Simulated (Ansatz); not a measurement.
Computed with Ansatz on PBE0-D4/def2-TZVP structures; ΔE is electronic, products minus reactants. CCSD(T)/CBS is frozen-core, at the limit of the def2 triple- and quadruple-zeta sets. Each species was taken in one conformer, which may not be the lowest.

`[O]=[Al][Cl]` + H₂O → `[O]=[Al][OH]` + HCl  (formal hydrolysis of the Al–Cl bond)

```csv
species,CCSD(T)/CBS(def2) energy (Eh)
`[O]=[Al][Cl]`,-777.01358
H₂O,-76.37685
`[O]=[Al][OH]`,-392.99724
HCl,-460.38167
```

**Question.** Work out ΔE.

**Answer.** ΔE = (-392.99724) + (-460.38167) − (-777.01358) − (-76.37685) = 0.01152 Eh = +7.2 kcal/mol.

Largest T1 diagnostic among the species: 0.024, so the coupled-cluster value is less sure than usual.

Leaving LDA and LC-ωPBE aside and taking each functional with its dispersion term where it has one, the values, not all of them listed here, spread over 2.7 kcal/mol, from CAM-B3LYP-D4 to HSE06-D4. LDA lies −1.4 kcal/mol from PBE without D4.
